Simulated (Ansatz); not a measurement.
C₃H₄S, SMILES `C#CCS` at its PBE0-D4/def2-TZVP geometry, where that method's forces vanish. Charge 0, multiplicity 1.

```xyz
8

C     1.6612   -0.2301   -1.2520
C     0.6762    0.0327   -0.6204
C    -0.5084    0.3342    0.1521
S    -0.7236   -0.9329    1.4508
H     2.5345   -0.4589   -1.8156
H    -1.3854    0.3402   -0.4982
H    -0.4097    1.3173    0.6167
H    -1.8447   -0.4025    1.9667
```

Task: What forces (eV/Å) does r2SCAN-D4/def2-TZVPP give on these atoms in the Gaussian-basis code of Ansatz? (An estimate is asked.)

Result: Ansatz gave: 
```
C1   0.314 -0.084 -0.201
C2  -0.273  0.076  0.173
C3   0.063  0.146 -0.183
S4  -0.018 -0.170  0.165
H5  -0.052  0.013  0.033
H6  -0.008  0.007  0.003
H7  -0.010  0.005  0.001
H8  -0.017  0.006  0.009
```
